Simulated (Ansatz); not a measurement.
**CH3OS+ (SMILES O[CH+]S): single points off equilibrium**

One table from this session's results is given with a row withheld; the runs are named, their logs left out.

Computed with Ansatz 0.2.0, Gaussian basis. Level: single points in def2-TZVPP.

Correlated methods freeze the cores.

## Starting geometry

6 atoms, charge 1, spin multiplicity 1.

Atoms are counted from 1 here; the program's logs count them from 0.

Bond lengths: O1–C2 1.249 Å, O1–H4 0.926 Å, C2–S3 1.494 Å, S3–H6 1.284 Å. Angles: C2–O1–H4 130.3°, O1–C2–S3 123.1°, C2–S3–H6 109.7°.

Geometry (Å):

```xyz
6
CH3OS
O    -0.7149   -0.6340   -0.4627
C     0.3519    0.0147   -0.5072
S     0.8559    0.8362    0.6340
H    -1.3303   -0.7276    0.2223
H     1.1166    0.1286   -1.7001
H     0.0893    0.6811    1.6517
```

Set-up of the first run:

The input, run/in.yaml:

```yaml
crystal:
  periodic: [false, false, false]
  atoms:
    - {symbol: O, position_ang: [-0.714900, -0.634000, -0.462700]}
    - {symbol: C, position_ang: [0.351900, 0.014700, -0.507200]}
    - {symbol: S, position_ang: [0.855900, 0.836200, 0.634000]}
    - {symbol: H, position_ang: [-1.330300, -0.727600, 0.222300]}
    - {symbol: H, position_ang: [1.116600, 0.128600, -1.700100]}
    - {symbol: H, position_ang: [0.089300, 0.681100, 1.651700]}
basis:
  gaussian: {orbitals: def2-TZVPP}
total_charge: 1
correlation: {method: ccsd_t}
output: {forces: true}
```

The command line of these runs was not kept.

Among the steps run: CCSD(T)/def2-TZVPP; PBE0-D4/def2-TZVPP; wB97M-V/def2-TZVPP; r2SCAN-D4/def2-TZVPP; PBE-D4/def2-TZVPP; CAM-B3LYP-D4/def2-TZVPP; HSE06-D4/def2-TZVPP.

One table of the session follows, with a row left open; its other results are not shown here.

| method | RMS force component (eV/Å) | angle to CCSD(T) forces (°) |
| --- | --- | --- |
| CCSD(T) | 3.638 | reference |
| PBE0-D4 | 3.502 | 3.5 |
| wB97M-V | 3.531 | 2.1 |
| r2SCAN-D4 | 3.528 | 2.5 |
| PBE-D4 | ? | ? |
| CAM-B3LYP-D4 | 3.475 | 3.3 |
| HSE06-D4 | 3.504 | 3.4 |

**Question.** Estimate the row for PBE-D4.

The run gave: RMS force component (eV/Å): 3.581; angle to CCSD(T) forces (°): 3.8. In the column «RMS force component (eV/Å)» it lies between wB97M-V (3.531) and CCSD(T) (3.638).
